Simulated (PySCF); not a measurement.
# Solver options tried on P2

Aim: find out which solver settings change the answer for P2.

Program: PySCF 2.14.0. Level of theory: each script names its method and basis. These are calculated values, not measurements.

1 further run of the same task is left out (it didn't finish).

**1. Starting geometry**

P2: 2 atoms, charge 0, spin multiplicity 1.

Bond lengths: P1–P2 1.917 Å.

**2. Base script**

Contents of input.py:

```python
from pyscf import gto, scf, cc

mol = gto.M(
    atom='P 0 0 0; P 0 0 1.917',
    basis='def2-svp',
    charge=0,
    spin=0,
    verbose=4,
)
mf = scf.RHF(mol)
mf.kernel()
mycc = cc.CCSD(mf, frozen=10)
mycc.kernel()
e = mycc.eeccsd(nroots=8)[0]
print('roots (eV) =', (e*27.211386).round(3))
mf.dip_moment()
print('orbital energies (hartree):', mf.mo_energy[..., max(0, mol.nelec[1]-3):mol.nelec[0]+3].round(4))
```

On the command line:

```sh
$ python input.py
```

Its log is not repeated here.

Base result: E(SCF) = -681.243462 Eh, 8 cycles, E(CCSD) − E(SCF) = -0.24399 Eh, μ = 0.00 D, excitation roots 2.517, 2.517, 3.415, 3.415, 3.415 eV.

The bond length is a typed value, not an optimised one.

**3. Damping 0.95**

Run 1 changes damping: none → 0.95.

Contents of input.py:

```python
from pyscf import gto, scf, cc

mol = gto.M(
    atom='P 0 0 0; P 0 0 1.917',
    basis='def2-svp',
    charge=0,
    spin=0,
    verbose=4,
)
mf = scf.RHF(mol)
mf.damp = 0.95
mf.diis_start_cycle = 8
mf.kernel()
mycc = cc.CCSD(mf, frozen=10)
mycc.kernel()
e = mycc.eeccsd(nroots=8)[0]
print('roots (eV) =', (e*27.211386).round(3))
mf.dip_moment()
print('orbital energies (hartree):', mf.mo_energy[..., max(0, mol.nelec[1]-3):mol.nelec[0]+3].round(4))
```

On the command line:

```sh
$ python input.py
```

**4. Level shift 0.3 hartree**

Run 2 changes level shift: none → 0.3 hartree.

input.py, as its differences from that of step 2:

```diff
@@ -10,2 +10,3 @@
 mf = scf.RHF(mol)
+mf.level_shift = 0.3
 mf.kernel()
```

**5. Initial guess chk**

Run 3 changes initial guess: minao → chk.

input.py, as its differences from that of step 2:

```diff
@@ -10,2 +10,3 @@
 mf = scf.RHF(mol)
+mf.init_guess = 'chk'
 mf.kernel()
```

**6. Point-group symmetry on**

Run 4 changes point-group symmetry: off → on.

input.py, as its differences from that of step 2:

```diff
@@ -7,2 +7,3 @@
     spin=0,
+    symmetry=True,
     verbose=4,
```

Before running it: what results should come out? Wanted: for each run, E(SCF); from base; gap; after the SCF.

As calculated:

| run | E(SCF) (hartree) | from base (eV) | cycles | gap (eV) | after the SCF |
| --- | --- | --- | --- | --- | --- |
| base | -681.243462 | 0 | 8 | 10.75 | CCSD correlation -6.639 eV, core frozen, first root 2.52 eV |
| damping 0.95 | -681.243462 | 0.0000 | 13 | 10.75 | CCSD correlation -6.639 eV, core frozen, first root 2.52 eV |
| level shift 0.3 hartree | -681.243462 | 0.0000 | 10 | 10.75 | CCSD correlation -6.639 eV, core frozen, first root 2.52 eV |
| initial guess chk | -681.243462 | 0.0000 | 8 | 10.75 | CCSD correlation -6.639 eV, core frozen, first root 2.52 eV |
| point-group symmetry on | -681.243462 | 0.0000 | 8 | 10.75 | CCSD correlation -6.639 eV, core frozen, first root 2.52 eV |

Distance from each run's final energy (log10 hartree) by cycle:

| run | cycle 1 | cycle 2 | cycle 3 | cycle 5 | cycle 8 | cycle 12 |
| --- | --- | --- | --- | --- | --- | --- |
| base | -2.2 | -3.2 | -4.3 | -7.8 | < -11 | done |
| damping 0.95 | -2.2 | -2.2 | -2.3 | -2.3 | -3.4 | -9.1 |
| level shift 0.3 hartree | -1.9 | -2.9 | -3.7 | -5.7 | -8.9 | done |
| initial guess chk | -2.2 | -3.2 | -4.3 | -7.8 | < -11 | done |
| point-group symmetry on | -2.2 | -3.2 | -4.3 | -7.8 | < -11 | done |

What this shows: No change of the SCF energy comes from damping 0.95 or level shift 0.3 hartree or initial guess chk or point-group symmetry on. PySCF falls back to minao for a guess that it doesn't know or can't read, so that run repeats the base. The base needs 8 cycles and the run with damping 0.95 needs 13.
